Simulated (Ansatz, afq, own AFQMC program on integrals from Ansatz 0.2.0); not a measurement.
AFQMC on a folder of integrals that Ansatz 0.2.0 wrote.

```yaml
crystal:
  periodic: [false, false, false]
  atoms:
    - {symbol: Zr, position_ang: [0.000000, 0.000000, 0.000000]}
    - {symbol: Cl, position_ang: [0.000000, 0.000000, 2.304496]}
basis:
  gaussian: {orbitals: def2-SVP}
magnetization: {spin_polarized: false, initial_magnetization: 1}
correlation: {method: ccsd_t, electrons: outside_noble_gas, hamiltonian_folder: ham}
```

```sh
$ ansatz run in.yaml --threads 1 --pin off --events-out ev --progress --plain --max-ram 1382MiB
```

afq runs on the folder ham with

```
--method phaseless --trial hf --walkers 120 --populations 1 --least-time 40 --time-step 0.005 --steps-per-block 20 --equilibration-blocks 160 --max-blocks 600 --target-error 0.0012000 --factor-cut 1e-05 --start spin_pure --seed 843 --taylor-order 6
```

Times are imaginary, in 1/Eh. The walk had a cap of 1587 s. Core potentials past Kr, no spin–orbit coupling.

```
orbitals 40  electrons 6 5  factors 322 of 488
reference energy -505.86541223 Eh
CCSD correlation -0.21394343 Eh in 21 cycles, weight of the determinant in the CISD state 0.8246
energy of the start -505.865414 Eh
 block  time / (1/Eh)  mean weight  energy / Eh
     1     0.100  1.0018  -505.904379
     2     0.200  0.9993  -505.938262
     3     0.300  1.0016  -505.954206
     4     0.400  1.0011  -505.969754
     5     0.500  1.0017  -505.980642
     9     0.900  1.0021  -506.029143
    58     5.800  0.9994  -506.080892
   134    13.400  1.0018  -506.058537
   210    21.000  0.9994  -506.088732
   248    24.800  0.9993  -506.134193
   286    28.600  1.0002  -506.095975
   362    36.200  1.0014  -506.072732
   438    43.800  1.0012  -506.104192
   514    51.400  1.0006  -506.087055
   590    59.000  1.0042  -506.092406
   666    66.600  0.9984  -506.044811
   742    74.200  1.0006  -506.082171
blocks merged  error / Eh  count
     1  0.000713  600
     2  0.000938  300
     4  0.001237  150
     8  0.001573  75
    16  0.001753  37
    32  0.001914  18
    64  0.002235  9
energy -506.086350 +/- 0.001914 Eh
(rows thinned)
```

Task: Estimate how long the walk took on 1 thread of Intel(R) Xeon(R) Platinum 8259CL CPU @ 2.50GHz (Skylake/Cascade Lake) (shared host).

Result: 6.3 min of wall time.

The run passed its tests (sampling time, drift between the halves within three errors, error under three times the target), which doesn't prove that it has relaxed.

Against this walk (error 52.1 meV) on the same determinant: CCSD(T) 17.7 meV lower (within the noise), a separate phaseless walk with a CISD trial and standard settings 54.4 ± 53.7 meV lower (within the noise). The error is statistical and leaves out the bias of the constraint. None of these is a sure reference here.

Cautions: constraint bias not in the error; error above the target (52.1 against 32.7 meV); no spin-orbit coupling; outer-core shells of the metal frozen; higher spins were not checked; a spin-contaminated unrestricted determinant lies lower (UHF 395 meV lower, ⟨S²⟩ 1.40).

A walk keeps the symmetry of its determinant, which the program's search chose and which needn't be the lowest solution, so a lower state of the same spin and another symmetry isn't excluded.
